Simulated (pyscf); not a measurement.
PySCF, gas phase, ωB97X-D3(BJ)/def2-SVP geometries.

Task: Estimate by transition-state theory the rate constant of `[F][SiH3]` + `[SiH3]` [doublet] → `[F][SiH2]` [doublet] + `[SiH4]` (doublet surface; H–Si broken, H–Si formed) at 900 K, with ωB97M-D3(BJ)/def2-TZVP energies (ideal gas, 1 atm, RRHO with modes under 100 cm⁻¹ raised to 100, one conformer, R ln 2 for chiral ones without a mode under 150 cm⁻¹; no tunnelling).

Result: The electronic barrier is 11.0 kcal/mol and the thermal terms add +21.0, so ΔG‡ = 32.0 kcal/mol. With k_BT/h = 1.88e+13 s⁻¹ and RT = 1.788 kcal/mol, and a volume of 1.23e-19 cm³ per molecule at 1 atm, k = 4.0e-14 cm³ molecule⁻¹ s⁻¹. Wigner's tunnelling factor for 1380i cm⁻¹ would be 1.20. A shift of 1 kcal/mol in the barrier changes k by a factor 1.7. This is the saddle that the search found; another between the same sides may lie lower. The angle at the transferred H is 144°.
